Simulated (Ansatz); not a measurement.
# CH3Si−: functionals against CCSD(T) at one geometry

How do the functionals fare away from a minimum? The structure is a structure displaced at random from a GFN2-xTB minimum.

Program: Ansatz 0.2.0, Gaussian basis. Level of theory: single points in def2-TZVPPD. These are calculated values, not measurements.

Cores are frozen in the correlated methods.

## (1) The starting structure

SMILES `C=[SiH-]`, 5 atoms, charge -1, spin multiplicity 1.

Atoms are counted from 1 here; the program's logs count them from 0.

Bond lengths: C1–Si2 1.740 Å, C1–H3 1.120 Å, C1–H4 1.106 Å, Si2–H5 1.505 Å. Angles: Si2–C1–H3 128.3°, Si2–C1–H4 119.4°, H3–C1–H4 112.2°, C1–Si2–H5 106.4°.

Coordinates:

```xyz
5
CH3Si
C    -0.24290   -0.54300    0.00310
Si    0.78070    0.69560   -0.66390
H    -0.81240   -0.52800    0.96710
H    -0.43930   -1.45960   -0.58430
H     0.74170    1.84720    0.30490
```

## (2) CCSD(T)/def2-TZVPPD

The input, run/in.yaml:

```yaml
crystal:
  periodic: [false, false, false]
  atoms:
    - {symbol: C, position_ang: [-0.242900, -0.543000, 0.003100]}
    - {symbol: Si, position_ang: [0.780700, 0.695600, -0.663900]}
    - {symbol: H, position_ang: [-0.812400, -0.528000, 0.967100]}
    - {symbol: H, position_ang: [-0.439300, -1.459600, -0.584300]}
    - {symbol: H, position_ang: [0.741700, 1.847200, 0.304900]}
basis:
  gaussian: {orbitals: "def2-TZVPPD.json"}
total_charge: -1
correlation: {method: ccsd_t}
output: {forces: true}
```

The basis file named in the input lies beside it (Basis Set Exchange, JSON).

The command line of these runs was not kept.

## (3) PBE0-D4/def2-TZVPPD

run/in.yaml, as its differences from that of step 2:

```diff
@@ -11,3 +11,3 @@
 total_charge: -1
-correlation: {method: ccsd_t}
-output: {forces: true}
+hamiltonian: {xc: pbe0, dispersion: d4}
+output: {forces: true, orbitals: {seedname: orbitals}}
```

## (4) wB97M-V/def2-TZVPPD

run/in.yaml, as its differences from that of step 3:

```diff
@@ -11,3 +11,3 @@
 total_charge: -1
-hamiltonian: {xc: pbe0, dispersion: d4}
-output: {forces: true, orbitals: {seedname: orbitals}}
+hamiltonian: {xc: {name: wB97M-V}}
+output: {forces: true}
```

## (5) r2SCAN-D4/def2-TZVPPD

run/in.yaml, as its differences from that of step 4:

```diff
@@ -11,3 +11,3 @@
 total_charge: -1
-hamiltonian: {xc: {name: wB97M-V}}
+hamiltonian: {xc: r2scan, dispersion: d4}
 output: {forces: true}
```

## (6) PBE-D4/def2-TZVPPD

run/in.yaml, as its differences from that of step 5:

```diff
@@ -11,3 +11,3 @@
 total_charge: -1
-hamiltonian: {xc: r2scan, dispersion: d4}
+hamiltonian: {xc: pbe, dispersion: d4}
 output: {forces: true}
```

## (7) CAM-B3LYP-D4/def2-TZVPPD

run/in.yaml, as its differences from that of step 6:

```diff
@@ -11,3 +11,3 @@
 total_charge: -1
-hamiltonian: {xc: pbe, dispersion: d4}
+hamiltonian: {xc: {name: CAM-B3LYP}, dispersion: d4}
 output: {forces: true}
```

## (8) wB97X-V/def2-TZVPPD

run/in.yaml, as its differences from that of step 7:

```diff
@@ -11,3 +11,3 @@
 total_charge: -1
-hamiltonian: {xc: {name: CAM-B3LYP}, dispersion: d4}
+hamiltonian: {xc: {name: wB97X-V}}
 output: {forces: true}
```

(Steps that only read results are left out.)

Before running it: what results should come out? Wanted: RMS force component; RMS force error; HOMO and LUMO, PBE0-D4; T1 diagnostic.

As calculated:

```
              quantity                                                                                                value
   RMS force component                                                                 0.540 to 0.672 eV/Å over the methods
       RMS force error  PBE0-D4 0.171, wB97M-V 0.207, r2SCAN-D4 0.145, PBE-D4 0.150, CAM-B3LYP-D4 0.240, wB97X-V 0.219 eV/Å
HOMO and LUMO, PBE0-D4                                                                                    -0.06 and 4.43 eV
         T1 diagnostic                                                                                                0.016
```

**Reading.** The forces of r2SCAN-D4 come nearest to CCSD(T), those of CAM-B3LYP-D4 are farthest. Frozen-core CCSD(T) forces in triple zeta carry basis errors of their own, and this is one geometry, so small gaps rank nothing. The restricted Hartree–Fock reference is unstable towards an unrestricted one at one or more of these structures.
